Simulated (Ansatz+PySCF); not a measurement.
Two shapes of singlet HNO.

Shape 1:

```xyz
3

N     0.0000    0.4274   -0.3864
H     0.0000    1.3024    0.2308
O     0.0000   -0.5368    0.3092
```

Shape 2:

```xyz
3

N     0.0000    0.3932   -0.3554
H     0.0000    1.1982    0.2123
O     0.0000   -0.4938    0.2845
```

Basis set: def2-SVP (spherical functions). Frozen core: 2 orbitals. Charge 0, multiplicity 1.

Computed with Ansatz (development build ahead of 0.2.0); each method stands on the lowest determinant of its kind that the runs found.

Q: Which shape is lower in energy, and by how much in each method?

A:

```tsv
method	E(2) − E(1) (eV)
UHF	0.441
RHF-CCSD	0.827
UHF-CCSD	0.820
RHF-CCSD(T)	0.891
UHF-CCSD(T)	0.877
```

Shape 1 is lower. Caution for UHF, UHF-CCSD, UHF-CCSD(T): the unrestricted determinant is spin contaminated; the determinant breaks the point group.
